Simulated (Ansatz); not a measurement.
A run of Ansatz (development build ahead of 0.2.0) on singlet C2H2O2 at this shape:

```json
{"atom": "C", "x (Å)": "-0.0351", "y (Å)": "-0.0026", "z (Å)": "-0.7365"}
{"atom": "C", "x (Å)": "-0.0328", "y (Å)": "-0.0217", "z (Å)": "0.7973"}
{"atom": "O", "x (Å)": "-0.0158", "y (Å)": "1.0540", "z (Å)": "-1.3110"}
{"atom": "O", "x (Å)": "0.0160", "y (Å)": "-1.0932", "z (Å)": "1.3198"}
{"atom": "H", "x (Å)": "-0.0497", "y (Å)": "-0.9753", "z (Å)": "-1.2493"}
{"atom": "H", "x (Å)": "-0.0296", "y (Å)": "0.9972", "z (Å)": "1.2889"}
```

Its results:

```
Converged                       : yes
Reference energy                : -226.60839 hartree
Correlation energy              : -0.61352 hartree
Total energy                    : -227.22191 hartree
Spin squared of the determinant : 0.000
```

**Question.** Which input gives this output? Name the method, the orbitals and the basis set, and write the input.

**Answer.** RHF-MP2 in cc-pVDZ. An unrestricted run that stays on the closed shell gives the same numbers.

```yaml
crystal:
  periodic: [false, false, false]
  atoms:
    - { symbol: C, position_ang: [-0.03513, -0.0026, -0.73647] }
    - { symbol: C, position_ang: [-0.03281, -0.0217, 0.79728] }
    - { symbol: O, position_ang: [-0.01578, 1.05402, -1.31097] }
    - { symbol: O, position_ang: [0.01601, -1.09318, 1.31978] }
    - { symbol: H, position_ang: [-0.04968, -0.97532, -1.24935] }
    - { symbol: H, position_ang: [-0.02958, 0.99717, 1.2889] }
basis:
  gaussian: { orbitals: cc-pVDZ }
hamiltonian:
  xc: hf
correlation:
  method: mp2
  frozen_orbitals: { C: 1, H: 0, O: 1 }
```
